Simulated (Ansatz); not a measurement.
C3H7FO can be A, `CC(C)(O)F`, or B, `OCCCF`.

Isolated molecules relaxed with PBE0-D4/def2-TZVP in Ansatz; ΔE leaves out vibrations. CCSD(T)/CBS adds triple-zeta CCSD(T) − MP2 to the extrapolated MP2 energy (def2 sets, frozen cores). Functionals use def2-TZVPP. B3LYP here is the variant with VWN-RPA as its local correlation; programs differ in this. One conformer a species, not always the lowest.

Question: Which isomer does CCSD(T)/CBS put lower? Give the gap. (Estimate.)

Answer: Computed: A, by 17.7 kcal/mol.

Question: Give E(B) − E(A) in kcal/mol with ωB97M-V, PBE0-D4, B3LYP-D4, B3LYP, B2PLYP, r2SCAN-D4, CCSD/def2-TZVPP. (An estimate is asked.)

Answer: Ansatz gave: ωB97M-V 18.4, PBE0-D4 17.6, B3LYP-D4 17.0, B3LYP 16.4, B2PLYP 17.2, r2SCAN-D4 19.4, CCSD/def2-TZVPP 17.2. None reverses the order clearly.

Largest T1 diagnostic: 0.011.

In def2-TZVPP, CCSD(T) changes the Hartree–Fock value by +1.6 kcal/mol (the triples alone add +0.5 kcal/mol) and MP2 by +2.1 kcal/mol.
